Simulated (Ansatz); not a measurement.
**AlNH4 (triplet): from Hartree-Fock to the top rungs at distance Al1–H4 along a hydrogen transfer = 1.475 Å, cc-pVDZ**

The task here is to estimate one member of a computed series from the others.

Computed with Ansatz 0.2.0, Gaussian basis. Level: cc-pVDZ, core rule «outside noble gas», up to 6 orbitals frozen.

The runs, in order: UHF; CCSD(T) on ROHF; CCSD(T) on UHF; BCCD(T) on ROHF; CISD; CCSDT(Q) on ROHF; CCSDT(Q) on UHF; CASSCF and MRCISD+Q, 4 electrons in 4 orbitals; CASSCF and NEVPT2, 4 electrons in 4 orbitals.

7 further runs of the same task are left out: 6 that didn't finish, 1 set aside as unsound or not needed.

## The system

The geometry derives from fragments relaxed apart (PBE0/def2-TZVP) and kept rigid, so it is no stationary point. A hydrogen atom is moved between rigid fragments.

6 atoms, charge 0, spin multiplicity 3.

Atoms are counted from 1 here; the program's logs count them from 0.

Bond lengths: Al1–H2 1.586 Å, Al1–H3 1.586 Å, Al1–H4 1.475 Å, N5–H6 1.040 Å. Angles: H2–Al1–H3 120.0°, H2–Al1–H4 120.0°, H3–Al1–H4 120.0°.

Set-up of the first run:

in.yaml

```yaml
crystal:
  periodic: [false, false, false]
  atoms:
    - {symbol: Al, position_ang: [-0.994069, 0.022483, 0.000000]}
    - {symbol: H, position_ang: [-1.786992, 1.395868, 0.000000]}
    - {symbol: H, position_ang: [-1.786993, -1.350901, 0.000000]}
    - {symbol: H, position_ang: [0.480931, 0.022483, 0.000000]}
    - {symbol: N, position_ang: [1.975931, 0.022483, 0.000000]}
    - {symbol: H, position_ang: [2.245013, -0.981743, 0.000000]}
basis:
  gaussian: {orbitals: cc-pVDZ}
magnetization: {spin_polarized: true, initial_magnetization: 2}
hamiltonian: {xc: hf}
output: {orbitals: {seedname: orbitals}}
```

Started as:

```
ansatz run in.yaml --threads 1 --pin off --events-out ev --progress --plain --max-ram 2393MiB
```

Steps of the session up to this table: UHF; CCSD(T) on ROHF; CCSD(T) on UHF; BCCD(T) on ROHF; CISD; CCSDT(Q) on ROHF; CCSDT(Q) on UHF; CASSCF and MRCISD+Q, 4 electrons in 4 orbitals; CASSCF and NEVPT2, 4 electrons in 4 orbitals.

One of the session's tables, all rows but one given; the rest of the session is left out.

| method | from UCCSDT(Q) (meV) |
| --- | --- |
| ROHF | +6894.5 |
| UHF | +6642.4 |
| RMP2 | +1332.7 |
| UMP2 | +1333.2 |
| CISD | +658.9 |
| RCCSD | +149.2 |
| UCCSD | +145.2 |
| RCCSD(T) | +32.9 |
| UCCSD(T) | +32.3 |
| BCCD(T) | +32.7 |
| RCCSDT | +7.7 |
| UCCSDT | +6.5 |
| RCCSDT(Q) | +1.2 |
| UCCSDT(Q) | 0 |
| CASSCF pair | +6277.6 |
| NEVPT2 pair | +1266.5 |
| MRCISD pair | ? |
| MRCISD+Q pair | +41.0 |

**Question.** Estimate the row for MRCISD pair.

**Answer.** from UCCSDT(Q) (meV): +582.3. In the column «from UCCSDT(Q) (meV)» it lies between RCCSD (+149.2) and CISD (+658.9).

Limits of these values: Restricted and unrestricted rows rest on different reference determinants; where their highest levels disagree by more than a few hundredths of an eV, they describe different states and don't form one ladder.
